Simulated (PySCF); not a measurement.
Coordinates in bohr (charge 0 multiplicity 1):
```
O     1.0082    0.2152   -0.8689
H     2.4297   -0.1515    0.2123
O    -1.0505   -0.2923    0.7929
H    -1.7576    1.3761    0.9942
```

Method: PBE0/[O def2-TZVP, H def2-TZVP], no relativity, density fitting, PySCF.

This geometry of HO(OH) is a stationary point at this level.

Q: What is the point group?

A: C2.

Q: Is it a minimum?

A: Yes: all harmonic wavenumbers are real.

Q: Give the atomic charges and bond orders.

A: 
```json
{"atom": "O1", "Mulliken": "-0.33", "Löwdin": "-0.16", "polar tensor": "-0.25", "Mayer order to O1": "–"}
{"atom": "H2", "Mulliken": "0.33", "Löwdin": "0.16", "polar tensor": "0.25", "Mayer order to O1": "0.90"}
{"atom": "O3", "Mulliken": "-0.33", "Löwdin": "-0.16", "polar tensor": "-0.25", "Mayer order to O1": "0.90"}
{"atom": "H4", "Mulliken": "0.33", "Löwdin": "0.16", "polar tensor": "0.25", "Mayer order to O1": "0.01"}
```
Other Mayer orders above 0.3: O–H 0.90.

Q: Give the ideal-gas entropy at 298.15 K and 1 bar by parts.

A: translation 152.8, rotation 69.3, vibration 4.6, spin 0.0; total 226.7 J/(mol K).

Q: What is the atomisation energy, with and without zero-point energy?

A: 1091 kJ/mol without, 1020 kJ/mol with.

This need not be the most stable arrangement of these atoms.
